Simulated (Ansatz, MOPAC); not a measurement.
System: molecular chlorine, Cl2, charge 0, multiplicity 1. SMILES: ClCl
Geometry from a B3LYP-D3(BJ)/def2-TZVP (Ansatz, a first-principles code) optimisation:
```xyz
2

Cl     0.0000     0.0000    -1.0068
Cl     0.0000     0.0000     1.0068
```
Charge 0, spin multiplicity 1.

PM3 beside other levels, property by property. Set-up: UHF or UKS for open shells; no spin-orbit coupling; each state is the SCF solution reached for its charge and spin; non-relativistic; frozen cores in correlated levels. Basis-set limits of correlation are two-point, X^-3; Hartree-Fock from the larger set. First-principles rows: single points at B3LYP-D3(BJ) geometries (Ansatz), with unscaled harmonic terms from B3LYP/6-31G* at its own minima, enthalpies of formation by atomisation with measured atoms. Semi-empirical rows: MOPAC heats of formation at their own minima for 298 K; differences of heats of formation at the shared geometry for vertical values. Sets without +, aug- or the D of def2-TZVPD hold no diffuse functions, which anions need.

Measured values: Active Thermochemical Tables 1.112 (ions: stationary electron), as tabulated in the package chemicals; CCCBDB table in ASE; they hold spin-orbit and core effects, anharmonicity. Coupled cluster (Ansatz) is a level with limits of its own, used here on species with T1 under 0.025 (0.045 for open shells) and stable references: CCSD(T)/CBS(aug-cc-pV(T+d)Z,aug-cc-pV(Q+d)Z).

```
property                                                                    PM3 (MOPAC)  B3LYP/STO-3G (Ansatz)  PBE/def2-TZVPD (Ansatz)  PBE0/def2-TZVPD (Ansatz)       to compare with
--------------------------------------------------------------------------  -----------  ---------------------  -----------------------  ------------------------  --------------------
vertical electron affinity to the doublet (eV)                                     1.18                  -2.74                     1.06                      1.06  0.96 coupled cluster
vertical ionisation energy to the doublet (eV)                                    10.73                  11.06                    11.24                     11.51        11.49 measured
Cl-Cl bond dissociation enthalpy at 298 K, to Cl atom + Cl atom (kcal/mol)         69.6                   53.1                     65.6                      59.4         58.0 measured
enthalpy of formation at 298 K (kcal/mol)                                         -11.6                    4.9                     -7.7                      -1.5          0.0 measured
```

As the rows show:
- vertical electron affinity to the doublet: PM3 lies 0.22 eV above coupled cluster.
- vertical ionisation energy to the doublet: PM3 lies 0.76 eV below the measured value.
- Cl-Cl bond dissociation enthalpy at 298 K, to Cl atom + Cl atom: PM3 lies 11.6 kcal/mol above the measured value.
- enthalpy of formation at 298 K: PM3 lies 11.6 kcal/mol below the measured value.

The properties are those with a value to compare with, at most eight drawn at random. No case is left out for the size of its miss. Left out are saddle points of the reference geometry, anions that the best level run finds unbound, excited spin states, species near biochemistry, cases with under five habitual levels, runs that failed or whose electronic state is in doubt, and table entries that another table contradicts.
